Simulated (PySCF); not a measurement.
Gas-phase reaction: BH₂Cl + 2 BCl₂ → 3 BCl + 2 HCl

Method: PySCF energies plus ideal-gas RRHO corrections (1 bar). † marks an energy on the PBE0/def2-TZVP geometry and frequencies; other levels use their own. 6-31G* has spherical d functions here. Open shells (unrestricted): BCl₂ (multiplicity 2); the rest are closed-shell singlets. B3LYP is the form with VWN-RPA correlation. BH₂Cl: computed as isolated molecules; such fragments, hydroxides, amides, oligomers or adducts are transient or little studied in the gas. The harmonic model lacks anharmonicity and excited electronic states, which grow with temperature; levels with a mode under 35 cm⁻¹ are left out.

```json
[
 {"level": "B3LYP/def2-TZVP†", "ΔE electronic, kJ": "561", "ΔH°(298 K), kJ": "543", "ΔS°(298 K), J/K": "238", "ΔG°(1600 K), kJ": "155"},
 {"level": "BLYP/def2-TZVP†", "ΔE electronic, kJ": "537", "ΔH°(298 K), kJ": "519", "ΔS°(298 K), J/K": "238", "ΔG°(1600 K), kJ": "130"},
 {"level": "HF/6-31G*", "ΔE electronic, kJ": "635", "ΔH°(298 K), kJ": "615", "ΔS°(298 K), J/K": "239", "ΔG°(1600 K), kJ": "222"},
 {"level": "HF/def2-TZVP†", "ΔE electronic, kJ": "573", "ΔH°(298 K), kJ": "555", "ΔS°(298 K), J/K": "238", "ΔG°(1600 K), kJ": "167"},
 {"level": "M06-2X/def2-TZVP†", "ΔE electronic, kJ": "575", "ΔH°(298 K), kJ": "558", "ΔS°(298 K), J/K": "238", "ΔG°(1600 K), kJ": "169"},
 {"level": "r2SCAN/def2-TZVP†", "ΔE electronic, kJ": "639", "ΔH°(298 K), kJ": "622", "ΔS°(298 K), J/K": "238", "ΔG°(1600 K), kJ": "233"}
]
```
ΔH° is lowest at BLYP/def2-TZVP† and highest at r2SCAN/def2-TZVP†. No reference value is set beside these.
